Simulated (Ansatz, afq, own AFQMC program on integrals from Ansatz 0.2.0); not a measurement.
AFQMC, coupled cluster and functionals along a coordinate of AlBH2, triplet

```xyz
4

B     0.0000    0.0000    1.3689
Al    0.0000    0.0000   -0.6894
H     0.0000    1.0776    1.8859
H     0.0000   -1.0776    1.8859
```

The B1–Al2 distance is changed with both sides rigid. Energies in kJ/mol count from this geometry (2.058 Å) at the same level; the start stands on UHF, each point on the determinant named.

Basis cc-pVDZ. Noble-gas cores (and the filled d shells of Ga–Kr and In–Xe) are frozen. Integrals, coupled cluster, full CI and functionals: Ansatz 0.2.0; the random walks run on the same integrals in our own AFQMC program. ph-AFQMC/CISD is guided by a CISD state made of CCSD amplitudes; releasing the constraint for a short imaginary time cuts its bias at the price of noise, slowly where states lie close. Uncertainties: one standard error, sampling alone.

Cautions, each for one point or more: higher spins were not checked; lower spins were not checked; strong correlation.

```
r(B1–Al2) / Å  det.     T1  weight  ⟨S²⟩   CCSD   PBE0  CCSD(T)
        2.215   UHF  0.020    0.88  2.03    4.4    8.2      4.4
        2.848  UHF¶  0.077    0.80  2.04  101.6  108.1    101.7
        3.840   UHF  0.018    0.89  2.02  173.7  208.6    181.8
        5.499   UHF  0.011    0.89  2.02  183.5  229.4    192.6
```

Q: Estimate the curve of CCSDT(Q), counted from the same start.

A: 
```json
{"r(B1–Al2) / Å": "2.215", "det.": "UHF", "T1": "0.020", "weight": "0.88", "⟨S²⟩": "2.03", "CCSDT(Q)": "4.2", "ph-AFQMC/CISD": "4.1 ± 1.1", "released AFQMC": "4.8 ± 1.4*"}
{"r(B1–Al2) / Å": "2.848", "det.": "UHF¶", "T1": "0.077", "weight": "0.80", "⟨S²⟩": "2.04", "CCSDT(Q)": "98.9", "ph-AFQMC/CISD": "98.8 ± 1.6", "released AFQMC": "98.7 ± 2.3*"}
{"r(B1–Al2) / Å": "3.840", "det.": "UHF", "T1": "0.018", "weight": "0.89", "⟨S²⟩": "2.02", "CCSDT(Q)": "182.9", "ph-AFQMC/CISD": "179.8 ± 1.6", "released AFQMC": "181.2 ± 1.2*"}
{"r(B1–Al2) / Å": "5.499", "det.": "UHF", "T1": "0.011", "weight": "0.89", "⟨S²⟩": "2.02", "CCSDT(Q)": "194.9", "ph-AFQMC/CISD": "193.2 ± 0.8", "released AFQMC": "192.6 ± 1.2*"}
```

Weight is that of the determinant in the CISD state; at the start T1 is 0.018 and the weight 0.89, and ⟨S²⟩ is 2.03. ¶ marks points with a poor determinant and no full CI, where no value is sure; they don't count among the departures. An asterisk marks released energies that aren't shown to be converged. Largest departures from CCSDT(Q), at the points where its series has closed: CCSD(T) -2.3 kJ/mol at 5.499 (on UHF), ph-AFQMC/CISD -3.1 kJ/mol at 3.840 (on UHF) (within the noise), CCSD -11.4 kJ/mol at 5.499 (on UHF), PBE0 34.5 kJ/mol at 5.499. Functionals count only at points shown to share the start's state and spin. In this small basis the wave-function levels are far from their limit, so their gap to the functionals isn't the functionals' error. In total energy ph-AFQMC/CISD lies 37 ± 7 meV above CCSDT(Q) at the start, so its agreement along the curve rests in part on cancellation.

A walk keeps the symmetry of its determinant, which the program's search chose and which needn't be the lowest solution, so a lower state of the same spin and another symmetry isn't excluded.
